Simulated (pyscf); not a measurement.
F–Bi(F)–F (SMILES [F][Bi]([F])[F]) + SiH₄ (SMILES [SiH4]) -> F–BiH–F (SMILES [F][BiH][F]) + F–SiH₃ (SMILES F[SiH3]) (four-centre exchange; singlet surface; Bi–F, H–Si broken, Bi–H, F–Si formed). Optimised with ωB97X-D3(BJ)/def2-SVP in PySCF. Energies in kJ/mol from the separated reactants.

| level | barrier | reaction energy |
|---|---|---|
| ωB97X-D3(BJ)/def2-TZVP | 59.7 | -34.1 |
| PBE/def2-TZVP | 66.5 | -20.9 |
| r²SCAN/def2-TZVP | [?] | -29.6 |
| B3LYP-D3(BJ)/def2-TZVP | 68.3 | -34.6 |
| PBE0-D3(BJ)/def2-TZVP | [?] | [?] |
| M06-2X/def2-TZVP | 69.7 | -45.1 |

### Question
Complete the blanks.

### Answer

- r²SCAN/def2-TZVP, barrier: 65.0
- PBE0-D3(BJ)/def2-TZVP, barrier: 62.6
- PBE0-D3(BJ)/def2-TZVP, reaction energy: -35.3

The functionals in the table span 9.9 kJ/mol in this barrier, from ωB97X-D3(BJ) to M06-2X. On the product side the descent ends in a bound adduct, 35.9 kJ/mol under the separated species and 129.7 kJ/mol under the saddle at ωB97X-D3(BJ)/def2-TZVP. This is the saddle that the search found; another between the same sides may lie lower. Elements past Kr carry the def2 core potentials, without spin-orbit coupling.
